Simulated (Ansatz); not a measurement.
in.yaml

```yaml
crystal:
  periodic: [false, false, false]
  atoms:
    - {symbol: N, position_ang: [0.000000, 0.000000, 0.000000]}
    - {symbol: S, position_ang: [0.000000, 0.000000, 2.003000]}
basis:
  gaussian: {orbitals: cc-pVDZ}
magnetization: {spin_polarized: true, initial_magnetization: 1}
hamiltonian: {xc: {name: PBE}}
output: {orbitals: {seedname: orbitals}}
```

```sh
$ ansatz run in.yaml --threads 1 --pin off --events-out ev --progress --plain --max-ram 2393MiB
```

Log:

```
330 factors; integrals over basis functions are off by at most 1.2e-3 eV
mean field evaluation 1: about -12306.2651 eV, gradient 4.2e1 eV
mean field evaluation 2: about -12250.8275 eV, gradient 8.5e1 eV
mean field evaluation 4: about -12314.4086 eV, gradient 3.6e0 eV
mean field evaluation 8: about -12314.5557 eV, gradient 5.8e-1 eV
mean field evaluation 16: about -12314.6178 eV, gradient 1.7e-3 eV
mean field evaluation 32: about -12308.2105 eV, gradient 2.1e1 eV
mean field evaluation 64: about -12311.4117 eV, gradient 5.5e-1 eV
mean field -12314.61784690 eV, -452.5538587256 hartree, gradient 2.1e-5 eV, S^2 1.188319; 9 other end points of the search recorded, 0 dependent functions left out
reference -12314.61786354 eV, -452.5538593374 hartree; 12, 11 occupied and 20, 21 virtual orbitals, 330 factors
Total energy: -12314.61786354 eV, -452.5538593374 hartree
```

Ran on 1 thread of Intel Xeon Platinum 8488C, shared host: 1.8 s wall, 0.18 GiB peak host memory.
